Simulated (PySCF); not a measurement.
dimethylamine cation (C2H7N), SMILES CNC (connectivity only; charge and spin as stated), charge +1, multiplicity 2.

Geometry optimised at B3LYP-D3(BJ)/def2-TZVP. The spin state was assumed, not searched.

Computed with PySCF with TDA-M06-2X/def2-SVPD.

Vertical excitations. 

Computed lowest excited states:
```json
[
 {"state": "root 1", "energy (eV)": "5.11", "λ (nm)": "242", "f": "0.001", "main pairs": "β HOMO−2→LUMO 94 %"},
 {"state": "root 2", "energy (eV)": "5.15", "λ (nm)": "241", "f": "0.000", "main pairs": "β HOMO→LUMO 90 %"},
 {"state": "root 3", "energy (eV)": "5.94", "λ (nm)": "209", "f": "0.200", "main pairs": "β HOMO−1→LUMO 98 %"},
 {"state": "root 4", "energy (eV)": "6.81", "λ (nm)": "182", "f": "0.000", "main pairs": "β HOMO−4→LUMO 89 %"},
 {"state": "root 5", "energy (eV)": "6.92", "λ (nm)": "179", "f": "0.013", "main pairs": "β HOMO−3→LUMO 96 %"},
 {"state": "root 6", "energy (eV)": "8.38", "λ (nm)": "148", "f": "0.000", "main pairs": "α HOMO→LUMO 70 %, β HOMO−5→LUMO 20 %"},
 {"state": "root 7", "energy (eV)": "8.47", "λ (nm)": "146", "f": "0.013", "main pairs": "α HOMO→LUMO 20 %, β HOMO−5→LUMO 68 %"},
 {"state": "root 8", "energy (eV)": "10.02", "λ (nm)": "124", "f": "0.035", "main pairs": "α HOMO→LUMO+1 84 %"},
 {"state": "root 9", "energy (eV)": "10.27", "λ (nm)": "121", "f": "0.002", "main pairs": "α HOMO→LUMO+3 85 %"},
 {"state": "root 10", "energy (eV)": "10.53", "λ (nm)": "118", "f": "0.000", "main pairs": "α HOMO→LUMO+2 88 %"}
]
```
Unrestricted roots are not spin-pure.
